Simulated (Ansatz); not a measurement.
Geometry optimisation, RKS PBE0-D4/6-31G* in Ansatz 0.2.0.

Input:

```yaml
crystal:
  periodic: [false, false, false]
  atoms:
    - { symbol: Si, position_ang: [0.0, 0.0, 0.0] }
    - { symbol: H, position_ang: [0.0, 0.0, 1.81] }
    - { symbol: H, position_ang: [1.3768, 0.0, -0.4862] }
    - { symbol: H, position_ang: [-0.6877, 1.1914, -0.4862] }
    - { symbol: H, position_ang: [-0.6877, -1.1914, -0.4862] }
    - { symbol: P, position_ang: [-2.3535, 0.0, 0.782] }
    - { symbol: H, position_ang: [-3.1199, -0.8853, -0.0213] }
    - { symbol: H, position_ang: [-2.4033, -0.4268, 2.1354] }
    - { symbol: H, position_ang: [-0.9491, 0.0, 1.8858] }
basis:
  gaussian: { orbitals: "6-31G*" }
hamiltonian:
  xc: pbe0
  dispersion: d4
relax:
  f_tol: 0.15
  max_steps: 25
  restrain:
    - { distance: [0, 5], at: 2.18, k: 30.0 }
    - { distance: [8, 1], at: 0.66, k: 30.0 }
    - { distance: [0, 1], at: 2.66, k: 30.0 }
    - { distance: [8, 5], at: 2.62, k: 30.0 }
output:
  orbitals: {}
```

Run as:

```bash
$ ansatz run input.yaml --threads 1 --pin off --max-ram 2048MiB --backend cpu --events-out ev --progress --plain --runs-dir out
```

Where does it end, and by what steps?

The forces met the threshold. The restraints hold the end off the free minimum; the threshold counts their pulls, which the force column leaves out. Restrained pairs: Si1–P6 (2.48 → 2.21 Å), H2–H9 (0.95 → 0.71 Å), Si1–H2 (1.81 → 2.67 Å), P6–H9 (1.79 → 2.63 Å). After 16 steps the energy has fallen by 5.296 eV (the restraints' own energy left out); H9 moved furthest, 1.09 Å.

| step | energy less start (eV) | largest force component (eV/Å) | accepted |
| --- | --- | --- | --- |
| 0 | 0.0000 | 2.845 | yes |
| 1 | -0.8424 | 1.945 | yes |
| 2 | -1.3327 | 4.973 | yes |
| 3 | -2.7551 | 4.352 | yes |
| 4 | -3.8349 | 2.583 | yes |
| 5 | -4.4234 | 1.860 | yes |
| 6 | -4.8189 | 1.423 | yes |
| 7 | -5.0442 | 1.097 | yes |
| 8 | -5.1640 | 1.077 | yes |
| 9 | -5.2564 | 1.043 | yes |
| 10 | -5.2848 | 1.341 | yes |
| 11 | -5.2843 | 1.162 | no |
| 12 | -5.3046 | 0.886 | no |
| 13 | -5.2941 | 1.156 | yes |
| 14 | -5.2914 | 1.324 | yes |
| 15 | -5.2953 | 1.374 | yes |
| 16 | -5.2958 | 1.360 | yes |

```xyz
9
Properties=species:S:1:pos:R:3
Si -0.540 -0.043 -0.353
H 0.114 -0.006 2.238
H 0.749 0.328 0.303
H -0.760 0.907 -1.490
H -0.387 -1.422 -0.920
P -2.264 0.177 1.005
H -3.211 -0.192 0.007
H -2.196 -1.130 1.559
H -0.330 0.070 2.784
```

Time of the run: 37 s on 1 thread of Arm Neoverse V1, on a shared host, peak memory 0.11 GiB.
